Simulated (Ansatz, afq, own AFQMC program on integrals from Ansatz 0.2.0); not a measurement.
# SiI₂F, doublet in def2-SVP, levels against AFQMC with the constraint released

```xyz
4

F    -0.6723   -0.0143    1.6227
Si   -0.0522   -0.0152    0.1236
I     1.6988   -1.7277    0.0482
I     0.7887    2.2412   -0.3305
```

Connectivity, by distances: F–Si(–I)–I.

Basis def2-SVP with its core potentials. Noble-gas cores (and the filled d shells of Ga–Kr and In–Xe) are frozen. Ansatz 0.2.0 and our own AFQMC program on the same integrals; the CISD trial comes from CCSD amplitudes, and released means the phaseless constraint is let go. Error bars are statistical, one sigma. No spin–orbit coupling.

Determinant: UHF, the one that the program's search chose, which needn't be the lowest solution. The geometry is a PBE0/def2-SVP stationary point of this or a neighbouring charge and spin state.

No full CI on the walks' own integrals is used here. The released AFQMC energy serves as the reference, which it does only where one determinant dominates, the energy is flat over the last release times and near the phaseless one (40 meV or 2 meV an electron, half that with transition metals). On small molecules, where full CI could be run and the noise was under 10 meV, such values lay within 10 meV of it in 19 cases of 20, a flattering rate, since the rule was set on those same cases; what remains of the bias isn't in the error bar.

Cautions: no spin-orbit coupling; inner d shell frozen; the released value is read at 0.90 1/Eh (meV from the phaseless value at times in 1/Eh: -3 ± 8 at 0.21, -4 ± 9 at 0.42, 3 ± 7 at 0.63, 3 ± 7 at 0.90).

```
T1 diagnostic                               : 0.0157
weight of the determinant in the CISD state : 0.819
⟨S²⟩ of the determinant                     : 0.762
size of the correlated space                : 25 electrons in 60 orbitals
```

```csv
level,correlation energy (eV)
MP2,-12.2643
CCSD,-12.9335
CCSD(T),-13.2415
```

Task: Estimate where AFQMC with the constraint released lies against CCSD(T) on the same integrals.

Result: 5.4 ± 0.7 kJ/mol below CCSD(T).

Reference: AFQMC with the constraint released, correlation energy -13.297 ± 0.007 eV.

```csv
level,E − E(reference) (kJ/mol),share of correlation (%)
CCSD(T),5.4 ± 0.7,99.58
ph-AFQMC/CISD,-0.3 ± 1.0,100.02
```

Released energies are given only where the last usable release times agree within the noise; a slower fall can still hide under it.
